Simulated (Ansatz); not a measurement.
## A barrier at the coupled-cluster level

Start structure (SiPH7S, singlet), relaxed at PBE0-D4/def2-TZVP:

Si1  (-0.912, 1.476, -0.480)
S2  (0.248, 1.312, 1.313)
H3  (-0.185, 0.936, -1.656)
H4  (-1.257, 2.898, -0.743)
H5  (-2.142, 0.693, -0.224)
H6  (0.543, -2.260, 1.412)
P7  (0.297, -2.078, 0.028)
H8  (1.225, 2.131, 0.886)
H9  (1.626, -1.668, -0.246)
H10  (0.555, -3.440, -0.289)
(Å)

The step: SiH₄S ([SiH3][SH]) + PH₃ → SiPH₅ ([SiH3][PH2]) + H₂S; bonds formed: Si1–P7, S2–H6; bonds broken: Si1–S2, H6–P7. Program: Ansatz 0.2.0. Basis: def2-TZVPP and def2-QZVPP. Cores are frozen in the correlated methods. Extrapolation: Hartree–Fock as exp(−7.88 √X), correlation as X^−2.97. Energies below are by CCSD(T) at an estimated basis limit (MP2 extrapolated from triple and quadruple zeta, plus CCSD(T) − MP2 in triple zeta).

Question: What are the electronic barrier and the energy of the step, from the start structure to the end structure? (Judge from chemistry; the value comes from the calculation.)

Answer: Computed: Barrier 261.0 kJ/mol; step energy 35.8 kJ/mol (uphill); reverse barrier, their difference, 225.2 kJ/mol. Barrier and step energy count from the start structure, the reverse barrier from the end structure.

The saddle point: One imaginary mode of 1009i cm⁻¹.
```json
{"pair": "Si1–P7", "start (Å)": "3.79", "saddle (Å)": "2.57", "end (Å)": "2.25"}
{"pair": "S2–H6", "start (Å)": "3.59", "saddle (Å)": "1.54", "end (Å)": "1.34"}
{"pair": "Si1–S2", "start (Å)": "2.14", "saddle (Å)": "2.45", "end (Å)": "3.97"}
{"pair": "H6–P7", "start (Å)": "1.42", "saddle (Å)": "1.90", "end (Å)": "4.49"}
```

Zero-point energy (harmonic, PBE0-D4): ZPE is 155.7 kJ/mol at the start and 147.9 kJ/mol at the saddle, so the barrier goes from 261.0 to 253.2 kJ/mol.

No T1 diagnostic of these runs exceeds 0.015.

Labels in which every atom is bracketed show which atoms are joined, not bond orders.

For scale, one of the runs: CCSD(T)/def2-TZVPP, 224 basis functions, launched by `ansatz run in.yaml --threads 4 --pin off --events-out ev --progress --plain --max-ram 9574MiB`. The run took 53 s on 4 CPU threads of an Arm Neoverse V1 (shared host), with 3.2 GiB of host memory at its peak.
